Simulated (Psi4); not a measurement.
Psi4 input (wB97X-D/6-311+G**):

```
memory 1500 MB

molecule {
0 1
O     0.00702152    0.00134342    0.11666744
H    -0.04995842    0.75929218   -0.47415850
H    -0.00621371   -0.77003954   -0.45918106
symmetry c1
no_reorient
no_com
}

set {
  basis 6-311+G**
  reference rks
  scf_type pk
  dft_radial_points 99
  dft_spherical_points 590
  e_convergence 1e-8
  d_convergence 1e-7
  maxiter 150
}

e = energy('wb97x-d')
print_out(f'\nFINAL {e:.10f} DIPOLE {variable("CURRENT DIPOLE")[0]:.6f} {variable("CURRENT DIPOLE")[1]:.6f} {variable("CURRENT DIPOLE")[2]:.6f}\n')
```

What final total energy does it give?

-76.43221 Eh.
